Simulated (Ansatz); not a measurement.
System: zinc-blende MgS (metastable phase). Method: HSE06-D3(BJ) in Ansatz (PAW).

Settings: plane-wave cutoff 460 eV, 8×8×8 k mesh, Fermi–Dirac smearing 0.01 eV, scalar-relativistic PAW data made under PBE.

Computed at the level's own relaxed cell.

```xyz
2
Lattice="0.0000 -2.7946 2.7946 2.7946 -2.7946 0.0000 2.7946 0.0000 2.7946" Properties=species:S:1:pos:R:3 pbc="T T T"
Mg     0.0000     0.0000     0.0000
S      1.3973    -1.3973     1.3973
```

### Question
List the 5 lowest band energies at Γ above −25 eV (eV, relative to the valence band maximum), grouping those that round alike.

### Answer
At Γ: -12.56, 0.00 (×3), 4.74.

Note: the run warned that its exchange threshold was loose for the stress.

Ansatz is an electronic-structure program.
